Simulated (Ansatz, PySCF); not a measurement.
This Ansatz (a quantum-chemistry and plane-wave program) input computes a CCSD(T)/cc-pVDZ energy:

Ansatz 0.2 input:
```yaml
crystal:
  periodic: [false, false, false]
  atoms:
    - {symbol: C, position_ang: [0.68557570, 0.01996936, -0.04302839]}
    - {symbol: O, position_ang: [-0.67114813, -0.11794294, 0.00291587]}
    - {symbol: H, position_ang: [-1.09096757, 0.74480543, -0.08162056]}
    - {symbol: H, position_ang: [1.12524882, 0.98016746, 0.19378078]}
    - {symbol: H, position_ang: [1.22144963, -0.90124554, 0.12268310]}
basis:
  gaussian:
    orbitals: cc-pVDZ
magnetization: {spin_polarized: true, initial_magnetization: 1}
correlation: {method: ccsd_t, electrons: outside_noble_gas}
```

Write an input for the same energy in PySCF and say what it gives.


```python
from pyscf import gto, scf, mp, cc as ccmod

mol = gto.M(
    atom='''
    C     0.68557570    0.01996936   -0.04302839
    O    -0.67114813   -0.11794294    0.00291587
    H    -1.09096757    0.74480543   -0.08162056
    H     1.12524882    0.98016746    0.19378078
    H     1.22144963   -0.90124554    0.12268310
    ''',
    basis='cc-pvdz',
    charge=0,
    spin=1,
    verbose=4,
)

mf = scf.UHF(mol)
mf.conv_tol = 1e-10
mf.max_cycle = 100
mf.kernel()
mo, _, stable, _ = mf.stability(return_status=True)
if not stable:
    mf.kernel(mf.make_rdm1(mo, mf.mo_occ))
mp2 = mp.MP2(mf, frozen=2).run()
cc = ccmod.CCSD(mf, frozen=2)
cc.max_cycle = 100
cc.kernel()
et = cc.ccsd_t()
print(f'E(CCSD(T)) = {cc.e_tot + et:.9f}')
```
It gives -114.76396 Eh, and Ansatz -114.76395 Eh, a difference of 0.01 mEh.

It need not be the lowest isomer of its formula.
